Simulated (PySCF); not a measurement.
Molecule: 2,2,2-trifluoroethanol, C2H3F3O.

Molfile (atoms numbered from 1):
```
C2H3F3O
     RDKit          3D

  9  8  0  0  0  0  0  0  0  0999 V2000
   -0.7340   -0.8759   -1.1345 O   0  0  0  0  0  0  0  0  0  0  0  0
   -0.6821    0.1271   -0.1774 C   0  0  0  0  0  0  0  0  0  0  0  0
    0.6136    0.0933    0.6054 C   0  0  0  0  0  0  0  0  0  0  0  0
    1.6594    0.1804   -0.2343 F   0  0  0  0  0  0  0  0  0  0  0  0
    0.6838    1.1199    1.4541 F   0  0  0  0  0  0  0  0  0  0  0  0
    0.7571   -1.0299    1.3017 F   0  0  0  0  0  0  0  0  0  0  0  0
   -0.0083   -0.7375   -1.7539 H   0  0  0  0  0  0  0  0  0  0  0  0
   -1.5087   -0.0259    0.5318 H   0  0  0  0  0  0  0  0  0  0  0  0
   -0.7807    1.1485   -0.5929 H   0  0  0  0  0  0  0  0  0  0  0  0
  1  2  1  0
  2  3  1  0
  3  4  1  0
  3  5  1  0
  3  6  1  0
  1  7  1  0
  2  8  1  0
  2  9  1  0
M  END
```

Geometry PBE0-D3(BJ)/def2-SVP throughout; GIAO in PySCF 2.14, gas phase, one conformer, non-relativistic; equivalent atoms averaged; basis pcSseg-2.

Question: How do the absolute shieldings σ depend on the functional? (ppm; last column core-seconds on shared hosts with different chips, so compare them loosely)

Answer: 
```csv
functional,kind,O1,C3,C2,F4/F5/F6,H8/H9,H7,core-s
HF,Hartree–Fock,331.5,75.0,131.7,307.2,28.16,30.23,12
LDA,LDA,313.6,36.1,109.9,246.1,26.82,30.06,30
PBE,GGA,306.3,39.3,110.4,251.0,27.32,30.57,44
BLYP,GGA,300.9,34.2,104.9,250.6,27.48,30.69,49
BP86,GGA,306.1,39.3,110.3,252.0,27.38,30.63,58
OPBE,GGA,310.5,49.7,118.2,259.8,27.42,30.59,41
KT2,GGA,304.2,47.7,115.5,252.6,27.36,30.59,49
KT3,GGA,302.3,48.6,115.1,257.8,27.56,30.68,49
B97-D,GGA,305.2,42.5,111.1,259.1,27.55,30.65,50
B3LYP,global hybrid,309.5,42.8,111.3,263.7,27.59,30.51,32
PBE0,global hybrid,316.0,49.5,117.7,267.5,27.51,30.41,32
mPW1PW91,global hybrid,315.3,48.8,117.0,268.1,27.57,30.44,32
WP04,global hybrid,298.6,32.7,104.2,265.5,27.87,30.35,50
B97-2,global hybrid,313.6,50.2,117.5,269.6,27.63,30.52,48
BHandHLYP,global hybrid,319.5,55.0,119.4,280.8,27.76,30.32,46
CAM-B3LYP,range-separated hybrid,316.7,45.9,114.7,267.6,27.53,30.36,65
wB97X-D,range-separated hybrid,317.1,49.4,117.7,270.6,27.64,30.47,63
LC-wPBE,range-separated hybrid,324.9,50.0,121.1,272.0,27.57,30.38,70
```

Question: Which nucleus moves most, in ppm?

Answer: F4/F5/F6 (fluorine of a CF3 group): from 246.1 ppm with LDA to 307.2 ppm with HF. The smallest spread is 0.63 ppm, at H7. Proton shifts span only some 12 ppm, so a few tenths of a ppm matter as much there as several ppm in carbon.
